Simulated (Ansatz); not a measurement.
## fcc Ni

Calculation: r²SCANh in Ansatz (plane waves, PAW).

Settings: plane-wave cutoff 520 eV, 16×16×16 k mesh, Fermi–Dirac smearing 0.05 eV, spin-polarised with parallel moments, scalar-relativistic PAW data made under PBE.

Cell (relaxed at this level):

```yaml
crystal:
  lattice:
    - [0.00000, 1.73897, 1.73897]
    - [1.73897, 0.00000, 1.73897]
    - [1.73897, 1.73897, 0.00000]
  atoms:
    - { symbol: Ni, position: [0.00000, 0.00000, 0.00000], spin: 0.8 }
```

```json
{
 "bulk_modulus": "216 GPa",
 "magnetic moment per atom (the cell's total over its atoms)": "0.82 μB",
 "pressure derivative B′ of the bulk modulus": "5.1"
}
```

Measured, for comparison: bulk modulus 192 GPa (0 K value with the zero-point phonon effect removed, our sources range from 186 to 195; as tabulated in Mejia-Rodriguez and Trickey (2018), arXiv:1807.09216). Computed (rounded) less measured: bulk modulus +12 % (+11 % to +16 % over the range).

Spins in the cell block are starting values.

Moments are spin moments.

Ansatz is a quantum-chemistry and plane-wave program.
